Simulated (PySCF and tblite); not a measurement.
Results of a calculation; reference values are marked as such.
System: C5H7 (charge -1), numbered as in [CH2:1]=[CH:2]/[CH:3]=[CH:4]/[CH2-:5].

Geometries: GFN2-xTB; energies: PBE0/pcSseg-1 + D3(BJ); zero-point and thermal terms from GFN2-xTB harmonic modes (soft modes blended into free rotors). Rate constants are transition-state-theory values, counting equivalent paths, without tunnelling. Programs: tblite and PySCF.

The ion is treated without a counter-ion.

Task: How high is the barrier to the rotation about the C2–C3 bond (torsion C1–C2–C3–C4 from -180° to 0°, rising), through which structure does it pass, and what rate follows at 298 K?

Result: The electronic barrier is 22.3 kcal/mol and ΔG‡(298 K) 20.4 kcal/mol, over a C1 saddle with an imaginary mode of 772i cm⁻¹ (GFN2-xTB). With 4 equivalent paths, k is 0.028 s⁻¹, a mean lifetime of the start of 36 s against this motion. The end lies 2.7 kcal/mol above the start in free energy.
